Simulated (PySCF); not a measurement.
CH6Si, SMILES C[SiH3]. Geometry optimised at PBE-D3(BJ)/def2-TZVP. The isomer is the one that the SMILES or the coordinates give; other isomers of the formula were not compared.

Computed equilibrium geometry at PBE-D3(BJ)/def2-TZVP (PySCF confirms it by a frequency run) as Cartesian coordinates in Å, and its point group:
point group C3v.
```xyz
8

Si     0.0000     0.0000    -0.6352
C      0.0000     0.0000     1.2464
H      1.2124     0.7000    -1.1649
H     -1.2124     0.7000    -1.1649
H      0.0000    -1.4000    -1.1649
H      0.8898    -0.5137     1.6367
H     -0.8898    -0.5137     1.6367
H      0.0000     1.0275     1.6367
```
Charge 0, spin multiplicity 1.
